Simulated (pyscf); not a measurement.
H₂B–O–SiH₃ + HF → HO–SiH₃ + H₂B–F, a four-centre exchange (singlet surface; B–O, F–H broken, H–O, B–F formed). Structures and frequencies: ωB97X-D3(BJ)/def2-SVP in PySCF. Correlated levels are frozen-core, on RHF or UHF. ΔMP2 is the change of the MP2 total energy from the triple- to the quadruple-zeta basis. Energies in kcal/mol from the separated reactants.

Small-basis levels: PySCF, no dispersion term, spherical d functions. AM1 to PM7: differences of heats of formation from MOPAC, which are fitted to 298 K values and so differ in kind from electronic energies by zero-point and thermal terms. Cost: rough CPU time at the saddle relative to B3LYP/6-31G*, from one job on a shared machine.

```
level                             barrier  reaction energy        cost
--------------------------------  -------  ---------------  ----------
HF/STO-3G                            -8.7             -2.4        0.04
MP2/6-31G*                            4.7             -4.3         0.1
SVWN5/6-31G*                        -16.8             -7.5           1
BP86/6-31G*                          -2.1             -8.4           1
PBE/6-31G*                           -4.4             -8.6           2
B3LYP/STO-3G                        -39.2             -8.5         0.5
B3LYP/LANL2DZ                         6.2             +3.0         0.7
M06-2X/6-31G*                         0.8             -5.7           2
PBE/def2-SVP                         -3.5             -5.5           2
PM3                                  20.4            +12.0  under 0.02
PM6                                  11.2             +5.4  under 0.02
PM7                                  22.5             +7.3  under 0.02
CCSD(T)/def2-TZVPP + ΔMP2(QZVPP)     12.5             -0.5           –
```

Against the last row the barrier runs from -51.7 (B3LYP/STO-3G) to +9.9 kcal/mol (PM7); PM6 happens to lie closest here (1.3 kcal/mol apart). At HF/STO-3G, SVWN5/6-31G*, BP86/6-31G*, PBE/6-31G*, B3LYP/STO-3G, PBE/def2-SVP this geometry lies under one side, so the entry may be no barrier of that level: it is a single point on another level's saddle. CCSD(T)/def2-TZVPP + ΔMP2(QZVPP) has limits of its own. On the reactant side the descent ends in a complex (not fully relaxed), 6.4 kcal/mol under the separated species and 16.8 kcal/mol under the saddle at ωB97X-D3(BJ)/def2-TZVP. On the product side the descent ends in an adduct with a B–O contact, 9.5 kcal/mol under the separated species and 21.2 kcal/mol under the saddle at ωB97X-D3(BJ)/def2-TZVP. What is counted as broken (B–O) persists as a longer contact in the product adduct; parting that adduct is a step of its own. At ωB97X-D3(BJ)/def2-TZVP the barrier from the zero used here is 10.4 kcal/mol. One saddle was located; it need not be the lowest between these sides. The CCSD(T) − MP2 part came from Ansatz, without density fitting, on the same reference.
